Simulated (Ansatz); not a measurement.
Relaxing Os₂N

The calculation used DFT PBE, scalar-relativistic, plane waves, PAW in Ansatz. Cutoff 420 eV, Γ-centred k mesh, Gaussian smearing, no spin polarisation in the final step.

Os₂N was placed on the cubic Laves (C15) structure type (Fd-3m, No. 227), with N in place of Mg, Os in place of Cu, at a guessed volume.

```yaml
crystal:
  lattice:
    - [0.00000, 3.23867, 3.23867]
    - [3.23867, 0.00000, 3.23867]
    - [3.23867, 3.23867, 0.00000]
  atoms:
    - { symbol: Os, position: [0.62500, 0.62500, 0.62500] }
    - { symbol: Os, position: [0.12500, 0.62500, 0.62500] }
    - { symbol: Os, position: [0.62500, 0.62500, 0.12500] }
    - { symbol: Os, position: [0.62500, 0.12500, 0.62500] }
    - { symbol: N, position: [0.00000, 0.00000, 0.00000] }
    - { symbol: N, position: [0.25000, 0.25000, 0.25000] }
```

Steps on the 6×6×6 mesh (6 atoms). 8 of 8 steps are shown, and the free energy counts from the last. Trial steps that were taken back and renewals of the plane-wave basis can be among the rows.

| step | ΔF (meV/atom) | V (Å³/atom) | P (GPa) |
| --- | --- | --- | --- |
| 1 | 1134.5 | 11.32 | 122.79 |
| 2 | 268.8 | 13.06 | 45.51 |
| 3 | 48.0 | 14.36 | 12.10 |
| 4 | 25.8 | 14.89 | 1.97 |
| 5 | 25.3 | 15.00 | 0.00 |
| 6 | 1.0 | 15.00 | 2.24 |
| 7 | 0.2 | 15.14 | 0.24 |
| 8 | 0.0 | 15.14 | 0.24 |

A final relaxation ran on a 10×10×10 mesh. The relaxed crystal, Fd-3m (No. 227):

```
Os N
1.0
     0.00000    3.56863    3.56863
     3.56863    0.00000    3.56863
     3.56863    3.56863    0.00000
Os N
4 2
Direct
  0.62500 0.62500 0.62500
  0.12500 0.62500 0.62500
  0.62500 0.62500 0.12500
  0.62500 0.12500 0.62500
  0.00000 0.00000 0.00000
  0.25000 0.25000 0.25000
```

```yaml
Volume_per_atom: 15.15 Å³
Density: 14.41 g/cm³
Energy_over_the_elements: 2.89 eV/atom
Gap_on_the_10×10×10_mesh: 0 eV (a metal)
```

Energies over the elements count from the elements' standard structures at the same level (N₂ as a molecule), with no empirical corrections.

The final run used a 10×10×10 mesh on its 6-atom cell and 0.10 eV smearing. For metals, differences of a few meV/atom aren't resolved. Spin–orbit coupling is left out.

A structure relaxed within its symmetry needn't be a true minimum.

Cost: 3 runs of about 1.5 core-minutes in all, on Arm Neoverse V1 (shared hosts).